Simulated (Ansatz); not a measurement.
Results of r²SCAN (Ansatz, an electronic-structure program, plane waves, PAW) for fcc Pt.

Settings: plane-wave cutoff 600 eV, 20×20×20 k mesh, Fermi–Dirac smearing 0.1 eV, finite displacements, scalar-relativistic PAW data made under PBE.

Computed at the level's own relaxed cell.

Harmonic phonon frequencies (cm⁻¹; i marks an imaginary mode):

| q point | frequencies |
|---|---|
| X | 125 125 187 |
| L | 93 93 192 |

No imaginary mode appears at these points.
